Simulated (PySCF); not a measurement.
Gas-phase reaction: 3 HCHO (formaldehyde) = CO₂ + C₂H₅OH

Energies from PySCF (xtb for GFN2), thermal terms from the rigid-rotor harmonic-oscillator model, ideal gas at 1 bar. 'Table' is the NASA 1993 thermochemical table (part measured, part estimated). S°(298 K) at PBE0/def2-TZVP differs from the NASA 1993 table for C₂H₅OH (-11 J/mol/K); whether the harmonic model or the table's entry is off was not settled. † marks an energy on the PBE0/def2-TZVP geometry and frequencies; other levels use their own. 6-31G* has spherical d functions here. All species are closed-shell singlets. B3LYP is the form with VWN-RPA correlation. No R ln 2 is added for the mirror-image form of C₂H₅OH. The harmonic model lacks anharmonicity and excited electronic states, which grow with temperature; levels with a mode under 35 cm⁻¹ are left out. Internal rotation in C₂H₅OH is treated as a harmonic vibration of one conformer, which makes the entropy rough.

ΔH° and ΔS° at 298 K: table -303 kJ, -162 J/K; B3LYP/6-31G* -277 kJ, -173 J/K; B3LYP/def2-TZVP† -282 kJ, -173 J/K; GFN2-xTB -433 kJ, -172 J/K; HF/6-31G* -269 kJ, -175 J/K; HF/def2-TZVP† -269 kJ, -173 J/K.

Problem. With the heat capacities included, give log10 K at 500, 600, 800, 1200, 1600 K for each.

Solution. 
```csv
T (K),table,B3LYP/6-31G*,B3LYP/def2-TZVP†,GFN2-xTB,HF/6-31G*,HF/def2-TZVP†
500,23.2,19.9,20.4,36.3,19.0,19.1
600,17.9,15.1,15.5,28.8,14.3,14.4
800,11.4,9.2,9.5,19.4,8.5,8.6
1200,4.9,3.3,3.5,10.1,2.8,2.9
1600,1.8,0.4,0.6,5.5,0.1,0.2
```
Ten kJ in ΔG° is worth 1.04 decades in K at 500 K and 0.33 at 1600 K. Holding ΔH° and ΔS° at their 298 K values would give 1.4 (table), 0.0 (B3LYP/6-31G*), 0.2 (B3LYP/def2-TZVP†) at 1600 K.
